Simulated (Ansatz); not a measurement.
A made-up structure of CH$_{3}$O, doublet:

```
atom    x (Å)    y (Å)    z (Å)
  C1  -0.0003   0.0519   0.0138
  O2   0.9811  -0.8433  -0.2540
  H3  -0.9487  -0.5082  -0.1081
  H4   1.5786  -1.5382  -0.5717
  H5   0.0095   0.4152   1.0521
```

It is relaxed with PBE-D4/def2-SVP and then PBE0-D4/def2-TZVP (Ansatz 0.2.0). Atoms count as bonded within 1.22 times the sum of their covalent radii (H–H: 0.88 Å). The end point is not checked to be a true minimum.

Does its bonding change? (Judge from chemistry; the calculation decides.)

Computed: No: no bond forms or breaks.

Where it ends: The first stage lowers the energy by 1.47 eV in 11 steps. It ends as CH₃O ([CH2][OH]):
C1  (0.011, -0.301, 0.295)
O2  (1.249, -0.726, -0.062)
H3  (-0.828, -0.506, -0.359)
H4  (1.173, -1.448, -0.691)
H5  (0.015, 0.559, 0.949)
(Å)

Labels in which every atom is bracketed show which atoms are joined, not bond orders.

For scale, one of the runs: PBE0-D4/def2-TZVP relaxation, 80 basis functions, launched by `ansatz run in.yaml --threads 2 --pin off --events-out ev --progress --plain --max-ram 4352MiB`. The run took about 3 s on 2 CPU threads of an Intel Xeon 6975P-C (shared host).
